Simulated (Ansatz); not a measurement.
CHOSi⁺, triplet: reading a ladder of total energies

Geometry: that of the CHOSi, doublet, kept fixed.

```xyz
4

C     0.0000   -0.0240    2.1548
O     0.0000    0.0648    1.0313
Si    0.0000   -0.0783   -1.4631
H     0.0000    1.4400   -1.2794
```

Basis cc-pVDZ; Ansatz 0.2.0. Only valence electrons are correlated (noble-gas cores frozen), which leaves 14 electrons in 44 orbitals. Prefix R: restricted or restricted open-shell reference; prefix U: unrestricted.

Full CI isn't at hand for all of this; UCCSDT(Q) serves as the reference, and is uncertain by about the last step of the cluster series.

Runs differ by some tens of microhartree through their thresholds and, for an open shell, their frozen cores, so steps under 0.03 kcal/mol mean nothing.

| level | total energy (hartree) |
| --- | --- |
| UHF | -401.866209 |
| UMP2 | -402.190444 |
| UCCSD | -402.217111 |
| UCCSD(T) | -402.229106 |
| UCCSDT | -402.230126 |
| UCCSDT(Q) | -402.231160 |

Problem. What is the correlation energy at UCCSDT(Q), and what share of it do UMP2 and UCCSDT recover?

Solution. E(corr) = -402.231160 − (-401.866209) = -0.364951 hartree = -9.931 eV. UMP2: -0.324235 / -0.364951 = 88.84 %. UCCSDT: -0.363917 / -0.364951 = 99.72 %.

Problem. By how many kcal/mol does UCCSD(T) miss UCCSDT(Q) (1 hartree = 627.509 kcal/mol), and which steps make up the rest?

Solution. -402.229106 − (-402.231160) = 0.002054 hartree = 1.29 kcal/mol. Steps: UCCSDT − UCCSD(T) = -0.64, UCCSDT(Q) − UCCSDT = -0.65 kcal/mol. Differences between like states or geometries often cancel part of this.
